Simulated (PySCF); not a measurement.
Compound: C2H2ClF3.
Bonds: F1–C2, C2–C3, C3–F4, C3–F5, C3–Cl6. Hydrogens: H7, H8 on C2.

A calculation gives these core lines: C 1s: 294.51 (area 1), 297.77 (area 1) eV; F 1s: 693.52 (area 1), 694.25 (area 2) eV; Cl 1s: 2829.69 eV; Cl 2p3/2: 207.13 eV.

Computed with delta-SCF UKS SCAN, pcX-2 on the ionised atom, pcseg-1 elsewhere, spin-free X2C in PySCF. The structure is a single GFN2-xTB conformer in the gas phase; no vibrational or solvent corrections.

Question: Which carbon gives which C 1s line?

Answer: 294.51 eV: C2 (sp3 C–F carbon); 297.77 eV: C3 (CF2 carbon). The listed C 1s values span 3.26 eV, from C2 (bonded to F, C and 2 H) to C3 (bonded to 2 F, Cl and C).

Question: Which fluorine gives which F 1s line?

Answer: 693.52 eV: F1 (alkyl fluorine); 694.25 eV: F4/F5 (fluorine of a CF2 group). The listed F 1s values span 0.73 eV, from F1 (bonded to C) to F4/F5 (bonded to C).

Bonded neighbours of each site: F1: C; C2: F, C and 2 H; C3: 2 F, Cl and C; F4/F5: C; Cl6: C.

Question: Which effective nuclear charge Zeff reproduces each element's mean 1s value in the hydrogen-like formula E = 13.606 eV × Zeff²?

Answer: C (Z = 6): mean 296.1 eV, Zeff = 4.67, Z − Zeff = 1.33; F (Z = 9): mean 694.0 eV, Zeff = 7.14, Z − Zeff = 1.86; Cl (Z = 17): mean 2829.7 eV, Zeff = 14.42, Z − Zeff = 2.58. Means run over the listed sites, weighted by atom count.

Atoms equivalent by their bonding share one computed value, that of the first of them. 2p3/2 and 2p1/2 are the ΔSCF energy of one spin-free 2p hole plus the eigenvalues of a spin–orbit and ligand-field matrix of the shell. 2p1/2 minus 2p3/2 (ligand field included): Cl 1.65 eV.

Conformer computed: `[F:1][CH2:2][C:3]([F:4])([F:5])[Cl:6]`: F1–C2–C3–F4 -60°.
